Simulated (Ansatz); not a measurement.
C₃H₉N (`CN(C)C`): measurement beside calculation (Ansatz, PBE0-D4/def2-TZVP geometry).

```xyz
13

C     0.498   -0.856    0.956
N    -0.436   -0.141    0.122
C    -0.253   -0.463   -1.272
C    -0.363    1.281    0.349
H     0.302   -0.638    2.008
H     0.384   -1.932    0.805
H     1.552   -0.593    0.744
H    -0.368   -1.539   -1.424
H     0.744   -0.169   -1.652
H    -1.007    0.048   -1.874
H    -0.560    1.501    1.401
H    -1.118    1.793   -0.253
H     0.625    1.707    0.091
```

Measured: 0.612 D (permanent electric dipole moment). Source: A Combined Experimental/Quantum-Chemical Study of Tetrel, Pnictogen, and Chalcogen Bonds of Linear Triatomic Molecules, 2021 (pmc:8623034).

| functional (def2-TZVPP) | dipole (D) | error (D) |
| --- | --- | --- |
| PBE | 0.39 | -0.23 |
| r2SCAN | 0.42 | -0.19 |
| B3LYP | 0.47 | -0.15 |
| ωB97M-V | 0.52 | -0.09 |

The measured dipole is a vibrational average; the computed one belongs to the fixed geometry.

Enthalpy of formation at 298 K: -5.7 kcal/mol (zero for an element's reference state; older measured values of the G2 set, as listed by Staroverov and co-workers, J. Chem. Phys. 119, 12129, 2003). With their computed zero-point and thermal terms and the atoms' enthalpies of Curtiss and co-workers (1997) it gives an electronic atomization energy of 1160.2 kcal/mol.

| level | atomization (kcal/mol) | error | error per bond |
| --- | --- | --- | --- |
| LDA (SPW92) | 1320.9 | 160.8 | 13.4 |
| PBE-D4 | 1182.8 | 22.7 | 1.9 |
| revPBE-D4 | 1158.5 | -1.7 | -0.1 |
| BLYP-D4 | 1161.3 | 1.1 | 0.1 |
| r2SCAN-D4 | 1160.0 | -0.2 | 0.0 |
| B97M-V | 1161.6 | 1.4 | 0.1 |
| PBE0-D4 | 1166.7 | 6.5 | 0.5 |
| B3LYP-D4 | 1165.9 | 5.7 | 0.5 |
| r2SCANh-D4 | 1155.3 | -4.9 | -0.4 |
| r2SCAN0-D4 | 1148.5 | -11.6 | -1.0 |
| HSE06-D4 | 1167.4 | 7.2 | 0.6 |
| BHLYP-D4 | 1136.7 | -23.5 | -2.0 |
| CAM-B3LYP-D4 | 1170.0 | 9.9 | 0.8 |
| ωB97X-V | 1164.1 | 4.0 | 0.3 |
| ωB97M-V | 1164.9 | 4.8 | 0.4 |
| B2PLYP | 1151.7 | -8.5 | -0.7 |
| PBE-QIDH | 1155.4 | -4.8 | -0.4 |
| PBE | 1178.0 | 17.8 | 1.5 |
| revPBE | 1140.4 | -19.8 | -1.6 |
| BLYP | 1150.2 | -10.0 | -0.8 |
| r2SCAN | 1158.8 | -1.4 | -0.1 |
| PBE0 | 1162.6 | 2.4 | 0.2 |
| B3LYP | 1158.2 | -2.0 | -0.2 |
| r2SCANh | 1154.0 | -6.2 | -0.5 |
| r2SCAN0 | 1147.1 | -13.0 | -1.1 |
| HSE06 | 1163.7 | 3.6 | 0.3 |
| BHLYP | 1131.7 | -28.5 | -2.4 |
| CAM-B3LYP | 1166.1 | 5.9 | 0.5 |
| LC-ωPBE | 1158.7 | -1.5 | -0.1 |
| HF/def2-TZVPP | 853.5 | -306.6 | -25.6 |
| MP2/def2-TZVPP | 1141.1 | -19.1 | -1.6 |
| SCS-MP2/def2-TZVPP | 1144.0 | -16.1 | -1.3 |
| CCSD/def2-TZVPP | 1120.5 | -39.7 | -3.3 |
| CCSD(T)/def2-TZVPP | 1134.2 | -26.0 | -2.2 |
| HF/def2-QZVPP | 854.8 | -305.3 | -25.4 |
| MP2/def2-QZVPP | 1156.8 | -3.4 | -0.3 |
| SCS-MP2/def2-QZVPP | 1162.0 | 1.9 | 0.2 |
| HF/CBS(def2) | 855.1 | -305.1 | -25.4 |
| MP2/CBS(def2) | 1167.7 | 7.5 | 0.6 |
| CCSD/CBS(def2) | 1147.1 | -13.1 | -1.1 |
| CCSD(T)/CBS(def2) | 1160.8 | 0.6 | 0.1 |

Functionals use def2-TZVPP; B3LYP here is the variant with VWN-RPA as its local correlation; programs differ in this. The calculations leave out spin–orbit coupling, scalar relativity and, for the correlated methods, core correlation; together these are worth up to about 1 kcal/mol a heavy atom. HSE06 is defined as in plane-wave codes. CBS adds triple-zeta CCSD(T) − MP2 to the MP2 limit. T1 = 0.009.
